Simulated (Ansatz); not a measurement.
hcp Al (model structure)

These are r²SCAN-D4 (plane waves, PAW; Ansatz, a quantum-chemistry and plane-wave program) values and carry that method's errors.

Settings: plane-wave cutoff 500 eV, 30×30×16 k mesh (along the axes of the cell as run), Fermi–Dirac smearing 0.1 eV, scalar-relativistic PAW data made under PBE.

Cell (relaxed at this level):

```yaml
crystal:
  lattice:
    - [1.40559, -2.43455, 0.00000]
    - [1.40559, 2.43455, 0.00000]
    - [0.00000, 0.00000, 4.62295]
  atoms:
    - { symbol: Al, position: [0.33333, 0.66667, 0.25000] }
    - { symbol: Al, position: [0.66667, 0.33333, 0.75000] }
```

```
Quantity  Result
--------  ------
band gap    none
```

Note: the relaxation could raise the start's symmetry but not lower it, so the cell can be a saddle point.

Static lattice: no zero-point or thermal effects.

Computing time: around 80 core-seconds (rough).

A model structure was made by putting elements into a prototype or built by hand; it is no filed structure, need not be a known phase, and can be a saddle point held by its symmetry.
